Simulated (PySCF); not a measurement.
Compound: C₅H₁₀S.
Z-matrix (Å and degrees, PBE0-D3(BJ)/def2-SVP geometry), rows numbered from 1:
```
C 
C   1  1.3381
S   2  1.7454  1  130.01
C   3  1.8129  2  103.01  1     3.29
C   4  1.5242  3  114.83  2    77.86
C   5  1.5193  4  113.59  3    64.99
H   1  1.0922  2  119.92  3   178.77
H   1  1.0920  2  123.10  3    -1.13
H   2  1.0960  1  119.84  3  -179.09
H   4  1.1019  3  104.01  2  -161.11
H   4  1.1017  3  108.11  2   -47.97
H   5  1.1043  4  107.70  3  -172.93
H   5  1.1020  4  109.32  3   -58.07
H   6  1.1001  5  111.30  4  -178.20
H   6  1.1008  5  110.71  4   -58.20
H   6  1.1021  5  111.32  4    61.61
```

Computed with PySCF at CAM-B3LYP/def2-SVPD, non-relativistic, on one gas-phase PBE0-D3(BJ)/def2-SVP geometry that isn't relaxed in the solvent. The solvent is an IEF-PCM continuum (cavity from Bondi-type radii × 1.2). Only the electrostatic response of the medium enters.

Gas phase at CAM-B3LYP/def2-SVPD: HOMO -7.46 eV, LUMO 1.15 eV, dipole 1.29 D.

**Question.** What does the continuum do to the energy, the frontier levels and the dipole at CAM-B3LYP/def2-SVPD in benzene and chloroform?

**Answer.** 
| solvent | ε | E(solvent) − E(gas) (kcal/mol) | polarisation term (kcal/mol) | distortion of the solute (kcal/mol) | HOMO (eV) | LUMO (eV) | dipole (D) |
| --- | --- | --- | --- | --- | --- | --- | --- |
| benzene | 2.271 | -1.39 | -1.47 | 0.08 | -7.46 | 1.18 | 1.53 |
| chloroform | 4.711 | -2.25 | -2.49 | 0.24 | -7.48 | 1.18 | 1.70 |

The polarisation term is half the interaction of the solute with the surface charges that it induces; the rest is the cost of distorting the solute's density. The sum is the electrostatic part of solvation alone. From benzene to chloroform the lowering changes by a factor 1.63, Onsager's factor (ε − 1)/(2ε + 1) by 1.55 and ε itself by 2.1.

**Question.** Which radius a makes the point-dipole formula ΔE = −[(ε − 1)/(2ε + 1)]·μ²/a³ give the value in chloroform, with the gas-phase dipole?

**Answer.** μ = 0.508 au and |ΔE| = 0.00359 Eh give a = 1.56 Å; the farthest nucleus lies 3.55 Å from the centroid of the nuclei, so such a sphere wouldn't even hold the nuclei. The formula assumes a rigid point dipole at the centre of a sphere.

**Question.** How does the static polarisability (CAM-B3LYP/def2-SVPD, frozen core, with the continuum's full static response) change?

**Answer.** 
```csv
medium,isotropic (au),principal values (au),⟨r²⟩ of the electrons (bohr²)
gas,83.2,"68.2, 83.7, 97.8",873.3
benzene,96.0,"78.2, 97.2, 112.7",873.1
chloroform,105.1,"85.9, 106.2, 123.2",872.9
```

The isotropic value in chloroform is 1.26 times the gas-phase one; no cavity-field correction is applied. ⟨r²⟩ is taken about the centre of nuclear charge.
